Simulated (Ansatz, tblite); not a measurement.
Removing and adding an electron: mu-NH2-B2H5 (B₂NH₇). Total charge 0; singlet. Geometry: PBE-D4/def2-TZVP. Ansatz, gas phase; energy differences of separate SCF runs; the oxidised species was run as a doublet alone; the reduced species was run as a doublet alone.

```xyz
10

B     0.4554   -0.7266   -0.5234
N    -0.8817    0.0278   -0.2457
B     0.1611    0.7072    0.6951
H     1.2235   -0.0390    0.3414
H     0.4825   -1.8469   -0.0907
H     0.9444   -0.4758   -1.5916
H    -1.2498    0.5964   -1.0036
H    -1.6209   -0.5058    0.2037
H     0.4738    1.8165    0.3565
H     0.0117    0.4463    1.8581
```

The xTB rows come from tblite. Correlated methods freeze 3 core orbitals.

| level | −HOMO (eV) | vertical IE (eV) | −LUMO (eV) | vertical EA (eV) | HOMO–LUMO gap (eV) | IE − EA (eV) | remarks |
| --- | --- | --- | --- | --- | --- | --- | --- |
| GFN1-xTB | 11.83 | 15.12 | 3.80 | 0.07 | 8.03 | 15.04 | – |
| GFN2-xTB | 10.70 | 13.90 | 2.27 | -1.44 | 8.43 | 15.34 | – |
| HF/def2-TZVPD | – | – | – | -1.28 | – | – | HOMO above zero (-1 doublet) |
| PBE-D4/def2-TZVP | 7.42 | 10.77 | 0.44 | – | 6.98 | – | – |
| PBE-D4/def2-TZVPD | 7.43 | – | 0.81 | -0.63 | 6.61 | – | HOMO above zero (-1 doublet) |
| r2SCAN-D4/def2-TZVP | 7.75 | 10.95 | -0.29 | – | 8.05 | – | – |
| r2SCAN-D4/def2-TZVPD | 7.75 | – | 0.07 | -0.78 | 7.69 | – | HOMO above zero (-1 doublet) |
| PBE0-D4/def2-TZVP | 8.83 | 11.20 | -0.40 | – | 9.23 | – | – |
| PBE0-D4/def2-TZVPD | 8.83 | – | 0.14 | -0.74 | 8.70 | – | HOMO above zero (-1 doublet) |
| MP2/def2-TZVPD | – | – | – | -1.00 | – | – | HOMO above zero (-1 doublet) |
| CCSD/def2-TZVPD | – | – | – | -0.98 | – | – | HOMO above zero (-1 doublet) |
| CCSD(T)/def2-TZVPD | – | – | – | -0.94 | – | – | HOMO above zero (-1 doublet) |

   A HOMO above zero means that the electron is unbound at that level or that self-interaction error raises the level; the energy of removing that electron tells which. Raw xTB energy differences between charge states are shifted by several eV; the methods need an empirical correction for them. A negative affinity means that the extra electron isn't bound; its size then hangs on the basis.
